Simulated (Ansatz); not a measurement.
Correlation energies of BFH$_{3}$N, SMILES `NBF` by basis set

```xyz
6

N    -0.174    0.247    0.662
B     0.121   -0.202   -0.619
F     1.182   -0.994   -0.806
H    -0.958    0.843    0.857
H     0.378    0.004    1.468
H    -0.549    0.102   -1.563
```

The species carries charge 0 and has multiplicity 1. The structure was optimised at the PBE0-D4/def2-TZVP level. It is one conformer, not always the lowest. Frozen core, restricted reference, Ansatz 0.2.0. CBS rows extrapolate triple and quadruple zeta.

```csv
basis,HF (Eh),MP2 corr.
def2-SVP,-180.28558,-0.44083
def2-TZVPP,-180.50682,-0.56463
def2-QZVPP,-180.51541,-0.61117
```

Estimate the CCSD correlation energy and the (T) correction in each basis where they were run (hartree).


```tsv
basis	CCSD corr.	(T)
def2-SVP	-0.46318	-0.00968
def2-TZVPP	-0.58128	-0.01871
def2-QZVPP	-0.62207	-0.02160
CBS(def2)	-0.65228	-0.02374
```
